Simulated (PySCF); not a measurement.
Work out the structure from these simulated measurements.

Formula: C4H6N2.

* 13C NMR: chemical shifts (computed TMS as zero) by class: 136.1 (1 C), 132.1 (1 C), 128.0 (1 C), 12.3 (1 C) ppm [GIAO PBE0/pcSseg-1]
* Dipole: 4.04 D [CAM-B3LYP/def2-SVPD]
* Triplet: lowest triplet excitation (Tamm–Dancoff): 4.47 eV [TDA CAM-B3LYP/def2-SVPD]
* UV, first state: lowest singlet excitation: 5.93 eV (209 nm, f = 0.001) [TDDFT CAM-B3LYP/def2-SVPD]
* XPS: C1s 290.3, C1s 291.1, C1s 291.2, C1s 291.5, N1s 404.0, N1s 406.5 eV [ΔSCF SCAN, pcX-2 on the ionised atom, pcseg-1 elsewhere, spin-free X2C]
* Rotational structure: rotational constants A, B, C: 9.152, 3.542, 2.595 GHz [GFN2-xTB]

Gas-phase values; electronic properties from PySCF, density fitting. Levels stand in brackets. Geometry: GFN2-xTB; no solvent, vibrations or thermal averaging. NMR values are class means; diastereotopic atoms form classes of their own.

Problem. What is the compound? Reason from the data.

Solution. Numbering: `[CH3:1][c:2]1[cH:3][n:4][cH:5][nH:6]1`. Its formula, C4H6N2, gives 3 degrees of unsaturation: 1 ring and 2 π bonds in the structure found (Kekulé form). 4 carbons fall into 4 classes; from least to most shielded: aromatic CH next to a ring nitrogen [C5] (136.1 ppm), aromatic CH next to a ring nitrogen [C3] (132.1 ppm), substituted aromatic carbon [C2] (128.0 ppm), benzylic-type carbon [C1] (12.3 ppm). The core levels belong to: C1s 290.3 eV, aromatic CH next to a ring nitrogen [C3]; C1s 291.1 eV, substituted aromatic carbon [C2]; C1s 291.2 eV, benzylic-type carbon [C1]; C1s 291.5 eV, aromatic CH next to a ring nitrogen [C5]; N1s 404.0 eV, pyridine-type nitrogen [N4]; N1s 406.5 eV, pyrrole-type nitrogen [N6]. The optimised geometry has point group Cs and is an asymmetric top. Structure: `Cc1cnc[nH]1`. Computed isomers that give other values at the same levels: `C=C/N=C\N=C` (13C chemical shifts (computed TMS as zero) by class: 158.0 (1 C), 152.1 (1 C), 142.9 (1 C), 122.7 (1 C) ppm); `C#CCNN=C` (13C chemical shifts (computed TMS as zero) by class: 115.3 (1 C), 84.9 (1 C), 79.5 (1 C), 43.5 (1 C) ppm); `Cn1cccn1` (13C chemical shifts (computed TMS as zero) by class: 141.0 (1 C), 131.7 (1 C), 112.8 (1 C), 39.5 (1 C) ppm). The assignments are read from this structure; whether some other isomer fits the data as well wasn't checked.
